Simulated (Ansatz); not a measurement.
The cluster C₂H₄. Charge 0, multiplicity 1. Geometry r2SCAN-D4/def2-TZVP; atoms count from 1.

```xyz
6

C    -0.4825   -0.4539   -0.0196
C     0.4825    0.4539    0.0196
H     1.3845    0.3522   -0.5745
H    -1.3845   -0.3522    0.5744
H     0.4096    1.3357    0.6475
H    -0.4095   -1.3357   -0.6475
```

The structure comes from a short search, and lower isomers may exist.

Q: Estimate the Mulliken populations from the PBE0/def2-TZVP orbitals of Ansatz.

A: 
```
atom  charge (e)
  C1       -0.26
  C2       -0.26
  H3        0.13
  H4        0.13
  H5        0.13
  H6        0.13
```
Mulliken values and Mayer orders depend strongly on the basis.

Q: And the Mayer bond orders between bonded heavy atoms (over 0.3)?

A: C1–C2 2.01 (1.33 Å).
